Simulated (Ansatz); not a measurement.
## Isomers

Structures of AlSiH$_{3}$F, doublet, relaxed at PBE0-D4/def2-TZVP (vibrations not checked; lower isomers may exist, and structures with a doubtful reference or unclear bonds are left out). Computed with Ansatz 0.2.0 (basis: def2-TZVPP); correlated methods freeze the cores; orbitals are unrestricted. B3LYP uses VWN-RPA correlation.

(1) Rank them by CCSD(T) energy, lowest first, and give each one's height above the lowest. Links in brackets join atoms within 1.22 times the sum of their covalent radii (1.1 for two metals). (To be estimated.)
A.
AlSiH₃F ([F][AlH][SiH2])
```
6
angstrom
F -2.0836 -1.3097 0.1964
Si 0.4233 1.0491 0.0705
Al -0.4628 -1.1451 -0.0766
H 0.3779 -2.4352 -0.4118
H 1.8577 1.3632 -0.1474
H -0.3565 2.2712 0.3853
```
B.
a complex of AlSiH₂ ([AlH2][Si]) + HF
```
6
angstrom
F -2.0245 -1.1768 0.3566
Si 0.2369 -1.3886 -0.1867
Al 0.5707 1.0287 0.0398
H -2.2889 -2.0642 0.3048
H 2.0246 1.6403 -0.2145
H -0.6176 2.0189 0.4349
```
C.
AlSiH₃F ([F][Al][SiH3])
```
6
angstrom
F 1.8405 -2.6379 1.3280
Al 1.0314 -2.0342 0.0099
Si -0.2925 0.0375 0.5052
H -0.9906 0.5075 -0.7221
H -1.3139 -0.2375 1.5550
H 0.6074 1.1248 0.9836
```

(2) Do PBE-D4, r2SCAN-D4, PBE0-D4, B3LYP-D4, wB97M-V, HF, MP2 give the same order? (A judgement: the text doesn't fix the answer.)

The T1 diagnostic stays at or below 0.030. ⟨S²⟩ of the unrestricted Hartree–Fock references: 0.76 to 0.83 (a pure state has 0.75). The unrestricted reference is spin-contaminated, which hurts MP2 most.

For scale, one of the runs: CCSD(T)/def2-TZVPP, 157 basis functions, launched by `ansatz run in.yaml --threads 2 --pin off --events-out ev --progress --plain --max-ram 4352MiB`. The run took 100 s on 2 CPU threads of an Intel Xeon (shared host), with 2.4 GiB of host memory at its peak.

Answers

(1) By the calculation: C (0.00 kcal/mol), A (1.52 kcal/mol), B (83.41 kcal/mol). Heights count from the lowest.

(2) The calculation gives: All do.
